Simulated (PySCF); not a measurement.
# Orbital picture of AlH

RHF at R = 1.672 Å; PySCF, no relativity, basis sets Al cc-pV(D+d)Z, H cc-pVDZ. State: ¹Σ⁺ (singlet), closed shell. Only the outer orbitals are listed, counted within each symmetry.

```json
{"orbital": "4σ", "occ.": "2", "ε (eV)": "-13.40", "on Al (%)": "56", "main shells (%)": "49 Al s, 44 H s"}
{"orbital": "5σ", "occ.": "2", "ε (eV)": "-7.84", "on Al (%)": "82", "main shells (%)": "43 Al s, 37 Al p, 18 H s"}
{"orbital": "2π", "occ.": "0", "ε (eV)": "0.87", "on Al (%)": "100", "main shells (%)": "100 Al p"}
{"orbital": "2π", "occ.": "0", "ε (eV)": "0.87", "on Al (%)": "100", "main shells (%)": "100 Al p"}
{"orbital": "6σ", "occ.": "0", "ε (eV)": "4.27", "on Al (%)": "99", "main shells (%)": "84 Al p, 12 Al s"}
```

Which are the highest filled and the lowest empty level, where do they sit, and how wide is the gap?

Highest filled 5σ at -7.84 eV (in %: 43 Al s, 37 Al p, 18 H s); lowest empty 2π at 0.87 eV (in %: 100 Al p); the gap at RHF is 8.71 eV. An empty level above zero is unbound, and its energy depends on the basis.

```
bond order (Mayer)                              : 0.89
⟨S²⟩                                            : 0.000
charge on Al (Mulliken, basis-dependent)        : 0.25
charge on Al (Löwdin, basis-dependent)          : 0.22
dipole moment (positive dipole means Al(−)H(+)) : 0.09 D
polarisability along the bond                   : 41.1 bohr³
polarisability across the bond                  : 39.5 bohr³
```
